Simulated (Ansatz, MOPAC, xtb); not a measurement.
Barrier height from H + N2 to the transition structure HN2, without zero-point energy, on the benchmark's geometries as Psi4's copy of the set gives them.
Transition structure (charge 0, multiplicity 2, Z-matrix in Å and degrees):
```
N
N 1 1.1228
H 1 1.4306 2 117.54
```
Reactant (charge 0, multiplicity 1):
```csv
atom,x (Å),y (Å),z (Å)
N,0.0000,0.0000,0.0000
N,1.0971,0.0000,0.0000
```

```json
[
 {"level": "PM3", "barrier height (eV)": "-0.084", "cost": "-"},
 {"level": "PM7", "barrier height (eV)": "-0.217", "cost": "-"},
 {"level": "GFN2-xTB", "barrier height (eV)": "-0.943", "cost": "-"},
 {"level": "SVWN5/def2-TZVPPD", "barrier height (eV)": "-0.100", "cost": "×0.6"},
 {"level": "PBE/def2-TZVPPD", "barrier height (eV)": "0.226", "cost": "×1"},
 {"level": "BLYP/def2-TZVPPD", "barrier height (eV)": "0.229", "cost": "×1"},
 {"level": "revPBE/def2-TZVPPD", "barrier height (eV)": "0.290", "cost": "×1"},
 {"level": "B3LYP/def2-TZVPPD", "barrier height (eV)": "0.328", "cost": "×1"},
 {"level": "wB97M-V/def2-TZVPPD", "barrier height (eV)": "0.554", "cost": "×3"},
 {"level": "MP2/aug-cc-pVDZ", "barrier height (eV)": "1.190", "cost": "-"},
 {"level": "MP2/CBS(aug-cc-pVTZ, aug-cc-pVQZ)", "barrier height (eV)": "1.197", "cost": "-"},
 {"level": "SCS-MP2/cc-pVDZ", "barrier height (eV)": "1.266", "cost": "-"},
 {"level": "SCS-MP2/aug-cc-pVQZ", "barrier height (eV)": "1.223", "cost": "-"},
 {"level": "CCSD/cc-pVDZ", "barrier height (eV)": "0.728", "cost": "-"},
 {"level": "CCSD/aug-cc-pVQZ", "barrier height (eV)": "0.656", "cost": "-"},
 {"level": "CCSD(T)/aug-cc-pVDZ", "barrier height (eV)": "0.644", "cost": "×3"},
 {"level": "CCSD(T)/cc-pVDZ", "barrier height (eV)": "0.718", "cost": "×1"},
 {"level": "CCSD(T)/aug-cc-pVQZ", "barrier height (eV)": "0.632", "cost": "×90"},
 {"level": "CCSD(T)/CBS(aug-cc-pVTZ, aug-cc-pVQZ)", "barrier height (eV)": "0.627", "cost": "×100"},
 {"level": "CCSDT/cc-pVDZ", "barrier height (eV)": "0.701", "cost": "-"}
]
```

The rows run from -0.943 (GFN2-xTB) to 1.266 eV (SCS-MP2/cc-pVDZ). From aug-cc-pVDZ to aug-cc-pVQZ CCSD(T) changes by -0.012. The 6 functionals in def2-TZVPPD without D3 or D4 span 0.654, from SVWN5 to wB97M-V.

Open shells are unrestricted; no spin–orbit coupling.

Correlated levels freeze the cores. CBS(a, b) extrapolates the correlation energy as X⁻³ and adds the Hartree–Fock energy of set b. The state that PM3, PM7 reach isn't checked; PM7 holds dispersion and hydrogen-bond terms.

Doubts at one or more of the structures used: a spin-contaminated determinant (MP2/CBS(aug-cc-pVTZ, aug-cc-pVQZ), SCS-MP2/aug-cc-pVQZ, CCSD/aug-cc-pVQZ, CCSD(T)/aug-cc-pVQZ, CCSD(T)/CBS(aug-cc-pVTZ, aug-cc-pVQZ)).

The values were computed with Ansatz (a program for electronic structure); MOPAC for PM3, PM7 (differences of heats of formation); xtb for the GFN methods.  The GFN methods have no spin term and hold the electronic entropy of 300 K.

Costs are rough ratios of core time to PBE/def2-TZVPPD (about 1.4 s over the structures, on one shared machine); a dash marks a level with no comparable run of its own. 

The set's own value is 14.69 kcal/mol (Zhao et al., NHTBH38), an estimate for the real system.
